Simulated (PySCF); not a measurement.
Compound: CO2.
Numbering: `[O:1]=[C:2]=[O:3]`

The same species was optimised twice, with GFN2-xTB and with PBE0-D3(BJ)/def2-SVP (PySCF), and the same property calculations (PySCF, gas phase) were run on both structures.

```csv
coordinate,GFN2-xTB,PBE0-D3(BJ)/def2-SVP,change
C2=O3 (Å),1.144,1.159,+0.015
O1=C2 (Å),1.144,1.159,+0.015
O1–C2–O3 (°),180.0,180.0,0.0
```

Rotational constants: B = 12079 MHz (linear) (GFN2-xTB) against B = 11756 MHz (linear) (PBE0-D3(BJ)/def2-SVP). Point groups within 0.08 Å: D∞h and D∞h.

On the GFN2-xTB structure: HOMO (eV) -10.71 [PBE0/pcSseg-1]; LUMO (eV) 1.34 [PBE0/pcSseg-1]; GIAO shielding of O1/O3 (mean) (ppm) 222.3 [PBE0/pcSseg-1]; GIAO shielding of C2 (ppm) 56.7 [PBE0/pcSseg-1].

Problem. What do these properties become on the PBE0-D3(BJ)/def2-SVP structure?

Solution. 
```csv
property,level,on GFN2-xTB,on PBE0-D3(BJ)/def2-SVP,change
HOMO (eV),PBE0/pcSseg-1,-10.71,-10.70,+0.01
LUMO (eV),PBE0/pcSseg-1,1.34,1.03,-0.31
"energy, GFN2-xTB geometry as zero (kcal/mol)",PBE0/pcSseg-1,0.0,-0.6,-0.6
GIAO shielding of O1/O3 (mean) (ppm),PBE0/pcSseg-1,222.3,210.0,-12.3
GIAO shielding of C2 (ppm),PBE0/pcSseg-1,56.7,52.7,-4.0
```

The heavy atoms differ by 0.013 Å rms after alignment. Among all bonds O1=C2 and C2=O3 change most and about equally (+0.015 Å). Changes are differences of the printed values. Neither structure is proved a minimum here.
